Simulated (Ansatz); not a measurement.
A made-up structure of MgAlH$_{2}$S, doublet:

Mg1  (3.073, 1.872, -0.722)
Al2  (-0.503, 0.087, 0.206)
S3  (1.544, -0.052, -0.614)
H4  (-1.208, -1.345, 0.351)
H5  (1.546, -1.391, -0.740)
(Å)

It is relaxed with PBE-D4/def2-SVP and then PBE0-D4/def2-TZVP (Ansatz 0.2.0). Atoms count as bonded within 1.22 times the sum of their covalent radii (H–H: 0.88 Å). The end point is not checked to be a true minimum.

Task: Does its bonding change? (A judgement: the text doesn't fix the answer.)

Result: Computed: Yes. Formed: Mg1–Al2; broken: Mg1–S3.

Where it ends: The first stage lowers the energy by 1.10 eV in 19 steps. It ends as MgAlH₂S ([Mg][AlH][SH]):
```xyz
5
angstrom
Mg 1.3707 2.9049 0.1204
Al 0.5571 0.2122 -0.0838
S 2.0387 -1.1508 -0.9952
H -0.7935 -0.5397 0.3383
H 1.2795 -2.2556 -0.8979
```

Labels in which every atom is bracketed show which atoms are joined, not bond orders.

For scale, one of the runs: PBE0-D4/def2-TZVP relaxation, 118 basis functions, launched by `ansatz run in.yaml --threads 2 --pin off --events-out ev --progress --plain --max-ram 4352MiB`. The run took about 27 s on 2 CPU threads of an Arm Neoverse V1 (shared host).
